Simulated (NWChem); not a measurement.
## C2H2O (ethenone): a line through the functionals

C2H2O has 5 atoms, charge 0, and is taken as a singlet. As SMILES, `C=C=O`. The coordinates come from a PBE0-D4/def2-TZVP relaxation.

The dipole moment y, in D, basis aug-cc-pVDZ; a is the functional's share of exact exchange. Programs: NWChem 7.3.0.

| functional | program | a | y (D) |
| --- | --- | --- | --- |
| PBE | NWChem | 0 | 1.37 |
| BLYP | NWChem | 0 | 1.38 |
| B3LYP | NWChem | 0.2 | 1.49 |
| PBE0 | NWChem | 0.25 | ? |
| BHLYP | NWChem | 0.5 | 1.62 |

**Question.** Fit y = c + s·a to the known rows and predict PBE0.

**Answer.** 
1. Means of the 4 rows: a = 0.1750, y = 1.465.
2. Σ(Δa)² = 0.1675, Σ(Δa·Δy) = 0.0825, so the slope is 0.0825/0.1675 = 0.49254.
3. Intercept: 1.465 − (0.49254) × 0.1750 = 1.379. The largest residual of the fit is 0.012.
4. PBE0: 1.379 + (0.49254) × 0.25 = 1.50 D.

The run gave 1.49 D, so the prediction is off by +0.01 D, at the rounding of the table. More exact exchange makes the molecule more polar here. The measured value is 1.42 D (NIST CCCBDB); in this basis the line meets it at a = 0.08.
